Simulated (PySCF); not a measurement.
**Assignment exercise: C4H6O2**

Bonds (- single, = double, # triple, : aromatic): C1=C2 1.329 Å, C2-O3 1.368 Å, O3-C4 1.359 Å, C4-C5 1.497 Å, C4=O6 1.198 Å. C1 carries H7, H8; C2 carries H9; C5 carries H10, H11, H12. H7 is cis to O3; H8 is trans to O3.

One conformer, in vacuum, no relativistic terms, fast rotation and ring inversion assumed for equivalent nuclei. Structure optimised with PBE0-D3(BJ)/def2-SVP; B3LYP/pcJ-1 coupling constants (without the spin–dipole term); NMR shieldings at PBE0/pcSseg-1/GIAO; PySCF 2.14.

Chemical shifts δ = σref − σ; ¹³C (σref 184.41), ¹H (σref 31.27) against TMS, all at this level.

Q: Assign these signals to the numbered atoms. ¹³C{¹H} NMR (computed): δ 169.8, 147.9, 100.4, 21.7.

A: 
169.8 → C4, ester carbonyl carbon: lone-pair donation from the attached heteroatom keeps it upfield of a ketone carbonyl
147.9 → C2, alkene carbon bearing oxygen: an sp2 carbon further deshielded by the attached heteroatom
100.4 → C1, β carbon of an enol-ether or enamine type C=C: the O or N lone pair pushes π density onto this β carbon and shields it
21.7 → C5, methyl carbon α to a carbonyl: α to the electron-withdrawing carbonyl group

Q: Assign these signals to the numbered atoms. ¹H NMR (600 MHz, computed): δ 7.68 (dd, J = 15.6, 7.7 Hz, 1H), 5.04 (d, J = 15.6 Hz, 1H), 4.69 (d, J = 7.7 Hz, 1H), 2.04 (s, 3H).

A: 
| δ (ppm) | atoms | environment | reason |
| --- | --- | --- | --- |
| 7.68 | H9 | hydrogen on an alkene carbon bearing oxygen | attached to an sp2 carbon and in the plane of the double bond |
| 5.04 | H7 | hydrogen on a β carbon of an enol-ether or enamine type C=C | lone-pair donation from O or N shields it, upfield of ordinary alkene protons |
| 4.69 | H8 | hydrogen on a β carbon of an enol-ether or enamine type C=C | – |
| 2.04 | H10/H11/H12 | hydrogen on a methyl carbon α to a carbonyl | α to C=O |

Multiplet labels drop couplings under 1 Hz and merge nearly equal ones. Unscaled 3J(H,H) at this level run about 10 % above measured values. Shifts are as computed. Against solution values, carbons near 30 ppm lie about +2 ppm off and those near 130 ppm about +5 ppm. Of 1211 compounds with measured shifts, 218 miss one by over three times the rms of a fit or turn the order of signals round; such compounds aren't used in these exercises.
